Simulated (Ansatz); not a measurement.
Predict a relaxed structure of SiMe2 (C₂H₆Si), charge 0, singlet, at PBE0-D4/def2-TZVP (Ansatz).


```xyz
9

C     0.203   -0.975   -1.022
C    -0.125    0.940    1.066
Si    1.037   -0.490    0.612
H     0.241   -0.127   -1.719
H    -0.861   -1.190   -0.861
H     0.664   -1.838   -1.505
H    -1.144    0.552    1.195
H    -0.177    1.671    0.250
H     0.163    1.457    1.983
```
Point group C2v (tolerance 0.1 Å). This is one stationary point.

The restricted singlet is unstable towards broken spin symmetry at other levels; at PBE0-D4/def2-TZVP this wasn't settled. Another isomer (singlet) lies 0.35 eV lower at PBE0-D4/def2-TZVP; other spin states weren't run for this one.
